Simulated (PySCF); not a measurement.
Ligands exchanged one at a time, B H-Cl. Isolated molecules, 0 K electronic values unless said otherwise. Strings in code marks are SMILES.

The LUMO from two functionals at the same geometries (CAM-B3LYP-D3(BJ)/def2-TZVP), both in PySCF: PBE-D3(BJ)/def2-TZVP and CAM-B3LYP-D3(BJ)/def2-TZVP. 

```tsv
species	PBE-D3(BJ)/def2-TZVP (eV)	CAM-B3LYP-D3(BJ)/def2-TZVP (eV)
0 of 3 H replaced by Cl (`B`)	-3.04	-0.88
1 of 3 H replaced by Cl (`ClB`)	-2.83	-0.69
2 of 3 H replaced by Cl	-2.69	-0.56
3 of 3 H replaced by Cl (`ClB(Cl)Cl`)	-2.61	-0.51
```

Over these rows, drawn at random from the members with no instability flagged (it was tested for open shells, ions and some series alone), PBE minus CAM-B3LYP-D3(BJ): mean -2.13 eV, from -2.16 eV to -2.10 eV.
